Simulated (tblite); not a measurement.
Compound: C₃H₅OS (doublet state).
Bonds: C1–C2, C2–S3 (double), C2–C4, C4–O5. Hydrogens: H6, H7, H8 on C1; H9, H10 on C4.

The geometry is computed with GFN2-xTB (gas phase). This method treats the open shell by occupation alone, without spin polarisation.

(1) What internal coordinates does the optimisation give?

Results:

(1) 
```
               bond  length (bohr)   order
              C1–C2          2.780  single
              C2=S3          3.047  double
              C2–C4          2.941  single
              C4–O5          2.447  single
C1–H6, C1–H7, C1–H8          2.060  single
              C4–H9          2.115  single
             C4–H10          2.098  single
```

Bonds in one row agree within 0.02 bohr and their mean is given. Orders are formal, as drawn. A selection of angles:
```
    angle  degrees
 C2–C1–H6    109.5
 C2–C1–H7    107.8
 C2–C1–H8    112.1
 H6–C1–H7    105.3
 H6–C1–H8    111.5
 H7–C1–H8    110.3
 C1–C2–S3    125.6
 C1–C2–C4    113.8
 S3–C2–C4    120.5
 C2–C4–O5    113.6
 C2–C4–H9     98.6
C2–C4–H10    107.4
 O5–C4–H9    112.7
O5–C4–H10    115.7
H9–C4–H10    107.3
```

Dihedral angles: C1–C2–C4–O5 -14° (synperiplanar). The mirror-image conformer, all signs reversed, is as good.

Of the pairs four or more bonds apart, O5···H6 is among the closest relative to their van der Waals radii: 2.55 Å, 94 % of the sum of Bondi's values. C2 (carbon bonded to 2 C and S) is planar (angles 125.6°, 120.5° and 113.8°, sum 360.0°, 0.02 Å off the plane of its three neighbours). The 2 C–C bonds span 1.471 Å (C1–C2, drawn single) to 1.556 Å (C2–C4, drawn single), a spread of 0.085 Å.

Point group: C1 (no symmetry element, even within 0.4 Å). Its GFN2-xTB frequencies are all real (lowest 71 cm⁻¹).
